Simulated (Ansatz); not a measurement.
**[Br···H···CH₃], doublet in cc-pVDZ: errors against UCCSDT(Q)**

Geometry: a point of a hydrogen-transfer path between rigid fragments, not a stationary point.

```yaml
atoms:
  - { symbol: Br, position_ang: [-0.5156, 0.0000, 0.0000] }
  - { symbol: H, position_ang: [1.3714, 0.0000, 0.0000] }
  - { symbol: C, position_ang: [2.6484, 0.0000, 0.0000] }
  - { symbol: H, position_ang: [2.6484, -1.0800, 0.0000] }
  - { symbol: H, position_ang: [2.6484, 0.5400, 0.9353] }
  - { symbol: H, position_ang: [2.6484, 0.5400, -0.9353] }
```

Basis cc-pVDZ; Ansatz 0.2.0. Correlated methods freeze the noble-gas cores and the filled d shells of p-block atoms, which leaves 15 electrons in 46 orbitals. R marks a restricted (for open shells ROHF) determinant, U an unrestricted one. Active spaces: valence = (15e, 12o) chosen from the atoms' valence shells. No spin–orbit coupling is included, and no scalar relativity.

Full CI isn't at hand for all of this; UCCSDT(Q) serves as the reference, and is uncertain by about the last step of the cluster series. The frozen core follows each run's orbitals, which can shift R against U totals by a few meV for light atoms and by up to 0.1 eV past Ca.

The UHF ⟨S²⟩ is 0.798 and the T1 diagnostic (RCCSD) is 0.0195. The largest doubles amplitude (RCCSD) is 0.074. The T1 diagnostic (UCCSD) is 0.0134.

Task: From what is known of these methods and the diagnostics, rank them by the size of their error in total energy against UCCSDT(Q) in cc-pVDZ, smallest first (an estimate: the text doesn't fix the numbers).
A. UCCSDT
B. UHF
C. UMP2
D. UCCSD(T)
E. UCCSD

Result: A (12 meV), D (34 meV), E (212 meV), C (1223 meV), B (8498 meV).

All errors are against UCCSDT(Q) in cc-pVDZ. Within each family the higher level lies nearer, as is usual though not guaranteed.

Natural occupations of CASSCF (valence space) about the gap: 1.983 1.978 1.978 1.959 1.000 0.042 0.021 0.019 0.019; effectively unpaired electrons, Σ n²(2−n)², 1.02.
